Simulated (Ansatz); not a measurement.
# C4H4ClF: a ladder of functionals and wavefunction methods

How much do the methods differ for C4H4ClF? The plan is to run it at one geometry with functionals of several rungs and with coupled cluster, and see how far each lands from CCSD(T) at the basis-set limit for the atomisation energy.

Computed with Ansatz 0.2.0, Gaussian basis. Level: functionals in def2-TZVPP, the program's frozen cores in correlated methods.

The runs, in order: PBE-D4, r2SCAN-D4, PBE0-D4, B3LYP-D4, ωB97X-V, ωB97M-V, B2PLYP; CCSD(T)/def2-TZVPP; MP2/def2-QZVPP; extrapolation to the limit.

## 1. Structure used throughout

All runs share one geometry, relaxed beforehand with PBE0-D4 in a triple-zeta def2 set.

10 atoms, charge 0, spin multiplicity 1.

Atoms are counted from 1 here; the program's logs count them from 0.

Bond lengths: F1–C2 1.315 Å, C2–C3 1.328 Å, C2–C5 1.486 Å, C3–C4 1.515 Å, C3–H7 1.080 Å, C4–C5 1.556 Å, C4–H8 1.090 Å, C4–H9 1.093 Å, C5–Cl6 1.778 Å, C5–H10 1.090 Å. Angles: F1–C2–C3 134.5°, F1–C2–C5 128.7°, C3–C2–C5 96.8°, C2–C3–C4 91.9°, C2–C3–H7 134.9°, C4–C3–H7 133.2°, C3–C4–C5 86.6°, C3–C4–H8 115.4°, C3–C4–H9 116.4°, C5–C4–H8 112.5°, C5–C4–H9 114.4°, H8–C4–H9 109.9°, C2–C5–C4 84.6°, C2–C5–Cl6 116.7°, C2–C5–H10 116.2°, C4–C5–Cl6 116.4°, C4–C5–H10 115.1°, Cl6–C5–H10 107.0°.

## 2. PBE-D4 (GGA)

in.yaml

```yaml
crystal:
  periodic: [false, false, false]
  atoms:
    - {symbol: F, position_ang: [2.239489, 0.559888, -0.646798]}
    - {symbol: C, position_ang: [1.064587, 0.129286, -0.241707]}
    - {symbol: C, position_ang: [0.651217, -0.908943, 0.476149]}
    - {symbol: C, position_ang: [-0.795797, -0.472441, 0.367724]}
    - {symbol: C, position_ang: [-0.280980, 0.689855, -0.529846]}
    - {symbol: Cl, position_ang: [-0.600901, 2.339358, 0.051292]}
    - {symbol: H, position_ang: [1.134951, -1.758225, 0.936599]}
    - {symbol: H, position_ang: [-1.247388, -0.115582, 1.293941]}
    - {symbol: H, position_ang: [-1.475455, -1.164205, -0.135660]}
    - {symbol: H, position_ang: [-0.606724, 0.649708, -1.568794]}
basis:
  gaussian: {orbitals: def2-TZVPP}
hamiltonian: {xc: pbe, dispersion: d4}
output: {forces: true, orbitals: {seedname: orbitals}}
```

The run is started by

```sh
$ ansatz run in.yaml --threads 4 --pin off --events-out ev --progress --plain --max-ram 10444MiB
```

The runs that follow: r2SCAN-D4 (meta-GGA); PBE0-D4 (hybrid); B3LYP-D4 (hybrid); ωB97X-V (range-separated); ωB97M-V (range-separated); B2PLYP (double hybrid); CCSD(T) in def2-TZVPP; MP2 in def2-QZVPP.

**Question.** What will the summary of the whole plan be? Wanted: atomisation energy, CCSD(T)/CBS; farthest; mean size of error, hybrid; mean size of error, range-separated; gap, smallest and largest; T1 diagnostic; triples share of the correlation energy.

The runs gave:

```
                               quantity                                 value
        atomisation energy, CCSD(T)/CBS                         4142.9 kJ/mol
 functionals within 20.7 kJ/mol (0.5 %)                     B3LYP-D4, ωB97X-V
                               farthest                PBE-D4 (+184.6 kJ/mol)
             mean size of error, hybrid                           43.2 kJ/mol
    mean size of error, range-separated                           23.4 kJ/mol
              gap, smallest and largest  5.15 eV (PBE-D4), 12.00 eV (ωB97X-V)
                          T1 diagnostic                                0.0110
triples share of the correlation energy                                 4.2 %
```

**Reading.** PBE-D4 is off by +184.6 kJ/mol. Double hybrids carry the basis error of their MP2 part in triple zeta, and no dispersion term here, so their miss is partly the set-up's. The reference freezes the cores and leaves out relativity and excitations past (T), so misses under about 20.7 kJ/mol can't be ranked. Hartree-Fock recovers 72 % of the binding; the rest is correlation. The gap grows from 5.2 to 12.0 eV across the functionals, mostly with the share of exact exchange.
